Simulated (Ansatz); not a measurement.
**BeSiH (quartet): PBE-QIDH, RPA-PBE over a scan of the distance Si1–H3, 6-31G**

How well do these functionals follow the top wave-function level for BeSiH (quartet) over a scan of the distance Si1–H3?

Method: 6-31G, all electrons in the functionals, frozen cores in the correlation of double hybrids and RPA; program: Ansatz 0.2.0, Gaussian basis.

To be run: PBE-QIDH, RPA-PBE, at 1.187 Å; 1.331 Å; 1.489 Å; 1.656 Å; 1.843 Å; 2.094 Å; 2.408 Å; 2.821 Å; 3.219 Å; 4.057 Å; 4.983 Å.

17 further runs of the same task are left out: 13 that didn't finish, 4 set aside as unsound or not needed. Runs told in other sessions of the task aren't counted.

**1. What is computed**

The geometry derives from a PBE0/def2-TZVP stationary point (not a proven minimum). One bond is set to the value named and the two fragments are kept rigid.

3 atoms, charge 0, spin multiplicity 4.

Atoms are counted from 1 here; the program's logs count them from 0.

Bond lengths: Si1–Be2 2.079 Å, Si1–H3 1.489 Å. Angles: Be2–Si1–H3 180.0°.

No dispersion term is added.

The geometry shown and the zero of energy belong to the point 1.489 Å. The yardstick, FCI, and other wave-function levels (R restricted, U unrestricted, valence and pair active spaces) come from earlier runs.

**2. PBE-QIDH, 1.187 Å**

The input, in.yaml:

```yaml
crystal:
  periodic: [false, false, false]
  atoms:
    - {symbol: Si, position_ang: [0.000000, 0.000000, 0.297400]}
    - {symbol: Be, position_ang: [0.000000, 0.000000, -1.781800]}
    - {symbol: H, position_ang: [0.000000, 0.000000, 1.484400]}
basis:
  gaussian: {orbitals: 6-31G}
magnetization: {spin_polarized: true, initial_magnetization: 3}
hamiltonian: {xc: {name: PBE-QIDH}}
correlation: {electrons: outside_noble_gas}
```

Launch:

```console
> ansatz run in.yaml --threads 1 --pin off --events-out ev --progress --plain --max-ram 2393MiB
```

After this run come: PBE-QIDH, 1.331 Å; PBE-QIDH, 1.489 Å; PBE-QIDH, 1.656 Å; PBE-QIDH, 1.843 Å; PBE-QIDH, 2.094 Å; PBE-QIDH, 2.408 Å; PBE-QIDH, 2.821 Å; PBE-QIDH, 3.219 Å; PBE-QIDH, 4.057 Å; PBE-QIDH, 4.983 Å; RPA-PBE, 1.187 Å; RPA-PBE, 1.331 Å; RPA-PBE, 1.489 Å; RPA-PBE, 1.656 Å; RPA-PBE, 1.843 Å; RPA-PBE, 2.094 Å; RPA-PBE, 2.408 Å; RPA-PBE, 2.821 Å; RPA-PBE, 3.219 Å; RPA-PBE, 4.057 Å; RPA-PBE, 4.983 Å.

Before running them: what should the planned runs give, taken together? Wanted: span of the FCI curve; largest miss, PBE-QIDH; largest miss, RPA-PBE.

**Answer**, as computed:

| quantity | value |
| --- | --- |
| span of the FCI curve | 198.9 kJ/mol |
| largest miss, PBE-QIDH | +56.7 kJ/mol (2.408 Å) |
| largest miss, RPA-PBE | -16.7 kJ/mol (4.983 Å) |

Of the functionals, RPA-PBE keep the smallest largest miss at the points compared (at most 16.7 kJ/mol) and PBE-QIDH strays most (56.7 kJ/mol, at 2.408 Å). PBE-QIDH clearly breaks the spin symmetry at some points (⟨S²⟩ up to 0.64 above the pure value), so energy there is bought with a mixed spin. Functionals and the yardstick converge differently with the basis, so part of each miss in 6-31G is the basis.
